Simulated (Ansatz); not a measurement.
Steps of a relaxation of C₂H₃ClF₂O (`FCOC(F)Cl`) with RKS PBE-D4/def2-SVP.

```sh
$ ansatz run in.yaml --threads 4 --pin off --events-out ev --progress --plain --max-ram 10444MiB
```

```yaml
crystal:
  periodic: [false, false, false]
  atoms:
    - {symbol: F, position_ang: [0.405700, 0.214900, 1.732700]}
    - {symbol: C, position_ang: [0.756000, -0.591200, 0.740800]}
    - {symbol: O, position_ang: [-0.361900, -0.780400, -0.148500]}
    - {symbol: C, position_ang: [-0.652800, 0.467400, -0.690300]}
    - {symbol: F, position_ang: [0.327600, 0.955700, -1.396700]}
    - {symbol: Cl, position_ang: [-2.071200, 0.194400, -1.803900]}
    - {symbol: H, position_ang: [1.660400, -0.170000, 0.234800]}
    - {symbol: H, position_ang: [1.066100, -1.526300, 1.193700]}
    - {symbol: H, position_ang: [-1.041300, 1.189200, 0.120400]}
basis:
  gaussian: {orbitals: def2-SVP}
hamiltonian: {xc: pbe, dispersion: d4}
relax: {f_tol: 0.03, max_steps: 200}
```

Positions (Å) and forces (eV/Å) along the path, 9 of 9 steps:

```xyz
9
step=1 energy=-22099.4441 eV
F     0.406    0.215    1.733   -0.549    1.422    1.548
C     0.756   -0.591    0.741    0.358   -0.680   -1.177
O    -0.362   -0.780   -0.148    1.523    0.445    0.546
C    -0.653    0.467   -0.690   -3.258   -0.485    1.029
F     0.328    0.956   -1.397    1.679    0.866   -0.820
Cl   -2.071    0.194   -1.804    0.105    0.040    0.189
H     1.660   -0.170    0.235   -0.340    0.104   -0.304
H     1.066   -1.526    1.194   -0.219   -1.216   -0.101
H    -1.041    1.189    0.120    0.702   -0.496   -0.911
9
step=2 energy=-22099.7029 eV
F     0.417    0.208    1.806   -0.161    0.496    0.610
C     0.773   -0.588    0.772    0.034   -0.527   -0.767
O    -0.317   -0.746   -0.135    0.531    0.319    0.195
C    -0.674    0.472   -0.712   -1.558   -0.526    0.698
F     0.320    0.984   -1.430    0.878    0.446   -0.590
Cl   -2.101    0.159   -1.792    0.351    0.007    0.279
H     1.655   -0.146    0.247   -0.123    0.064    0.064
H     1.030   -1.594    1.159   -0.167   -0.144   -0.137
H    -1.016    1.205    0.068    0.214   -0.136   -0.352
9
step=3 energy=-22099.7711 eV
F     0.416    0.170    1.875    0.013   -0.019   -0.005
C     0.777   -0.585    0.783   -0.115   -0.326   -0.179
O    -0.295   -0.713   -0.123    0.039    0.298    0.033
C    -0.682    0.482   -0.718   -0.321   -0.446   -0.134
F     0.321    0.984   -1.488    0.082    0.058   -0.041
Cl   -2.108    0.106   -1.750    0.222    0.093    0.170
H     1.650   -0.105    0.286    0.004    0.023    0.093
H     0.997   -1.633    1.096    0.050    0.221    0.024
H    -0.988    1.247    0.022    0.026    0.098    0.041
9
step=4 energy=-22099.7693 eV rejected
F     0.378    0.116    1.900    0.063   -0.037    0.175
C     0.761   -0.586    0.779   -0.012    0.388   -0.063
O    -0.324   -0.713   -0.094   -0.163   -0.428   -0.157
C    -0.688    0.458   -0.726    0.125    0.294    0.272
F     0.353    0.901   -1.494   -0.009    0.095   -0.289
Cl   -2.121    0.146   -1.734    0.105   -0.056    0.063
H     1.592   -0.024    0.293    0.006   -0.099    0.042
H     1.066   -1.612    1.057   -0.029   -0.114    0.042
H    -0.929    1.266    0.002   -0.085   -0.044   -0.085
9
step=5 energy=-22099.7822 eV
F     0.394    0.132    1.897    0.005   -0.033   -0.024
C     0.767   -0.587    0.782   -0.011    0.007    0.005
O    -0.304   -0.710   -0.116    0.034   -0.011    0.006
C    -0.685    0.473   -0.727    0.008    0.025    0.028
F     0.327    0.951   -1.516   -0.007   -0.007   -0.003
Cl   -2.113    0.121   -1.726   -0.032   -0.013   -0.017
H     1.629   -0.067    0.306   -0.023    0.000    0.017
H     1.030   -1.624    1.078   -0.014    0.038   -0.007
H    -0.957    1.264    0.005    0.040   -0.007   -0.005
9
step=6 energy=-22099.7840 eV
F     0.372    0.108    1.910    0.005   -0.020   -0.011
C     0.763   -0.585    0.784    0.003    0.052    0.050
O    -0.301   -0.710   -0.119   -0.027   -0.047   -0.042
C    -0.680    0.471   -0.732    0.065    0.050    0.002
F     0.327    0.932   -1.539   -0.039   -0.017   -0.006
Cl   -2.127    0.126   -1.709    0.003    0.006    0.017
H     1.617   -0.040    0.323   -0.006   -0.007    0.005
H     1.042   -1.620    1.065    0.004   -0.002   -0.002
H    -0.925    1.272   -0.001   -0.008   -0.015   -0.012
9
step=7 energy=-22099.7864 eV
F     0.321    0.063    1.934    0.031   -0.046   -0.071
C     0.756   -0.580    0.792    0.003    0.084    0.087
O    -0.289   -0.715   -0.132   -0.028   -0.035   -0.046
C    -0.666    0.466   -0.745    0.077    0.070   -0.015
F     0.321    0.896   -1.595   -0.079   -0.036    0.026
Cl   -2.156    0.143   -1.663    0.035    0.019    0.027
H     1.597    0.011    0.362   -0.026   -0.033    0.020
H     1.069   -1.613    1.045    0.010    0.010    0.003
H    -0.863    1.282   -0.014   -0.022   -0.033   -0.030
9
step=8 energy=-22099.7871 eV
F     0.292    0.067    1.918    0.002    0.001    0.014
C     0.755   -0.578    0.792    0.012   -0.047    0.010
O    -0.269   -0.723   -0.156    0.012    0.019    0.018
C    -0.657    0.466   -0.748   -0.043   -0.012   -0.027
F     0.306    0.903   -1.616    0.033    0.007   -0.010
Cl   -2.165    0.150   -1.638   -0.020    0.016    0.000
H     1.605    0.009    0.379    0.000    0.018   -0.002
H     1.066   -1.609    1.056    0.007    0.005    0.004
H    -0.844    1.271   -0.005   -0.004   -0.007   -0.006
9
step=9 energy=-22099.7877 eV
F     0.277    0.038    1.935    0.005   -0.010   -0.011
C     0.751   -0.577    0.797    0.001    0.013    0.008
O    -0.270   -0.722   -0.153   -0.002    0.012   -0.004
C    -0.653    0.464   -0.755    0.020    0.003   -0.002
F     0.307    0.880   -1.639   -0.021   -0.012    0.010
Cl   -2.178    0.161   -1.623    0.019    0.004    0.010
H     1.590    0.037    0.395   -0.011   -0.011    0.003
H     1.084   -1.606    1.043   -0.002    0.008   -0.004
H    -0.820    1.279   -0.019   -0.008   -0.007   -0.008
```

It took 13 s on 4 threads of an Arm Neoverse V1 on a shared host, with 0.15 GiB of host memory at the peak.
